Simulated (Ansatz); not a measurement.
Species: BCl2, charge 0, doublet. BCl2 (SMILES Cl[B]Cl, doublet).
B3LYP-D3(BJ)/def2-TZVP minimum from Ansatz (a program for electronic structure):
```xyz
3

B     -0.0053     0.6863    -0.0382
Cl     1.5376    -0.0889     0.0100
Cl    -1.5361    -0.1130     0.0012
```
Charge 0, spin multiplicity 2.

Hartree-Fock and MP2 correlation energies in hartree (Ansatz). Open shells are spin-unrestricted; no spin-orbit coupling. Cores are frozen in correlated methods. No relativity.

```tsv
basis	X	E(HF)	E(corr, MP2)
cc-pV(T+d)Z	3	-943.75184	-0.44668
cc-pV(Q+d)Z	4	-943.76043	-0.48993
cc-pV(5+d)Z	5	-943.76193	withheld
```

Question: Fit E(corr) = E∞ + A/X³ to X = 3 and 4, predict X = 5, and compare with the run.

Answer: A = (-0.44668 - (-0.48993))/(1/27 - 1/64) = 2.0199; E∞ = -0.48993 - A/64 = -0.52149; at X = 5, E∞ + A/125 = -0.50533. The run gave -0.50817, 2.84 mEh below the prediction. The same form on X = 4 and 5 gives E∞ = -0.52731, 5.82 mEh below the first estimate.
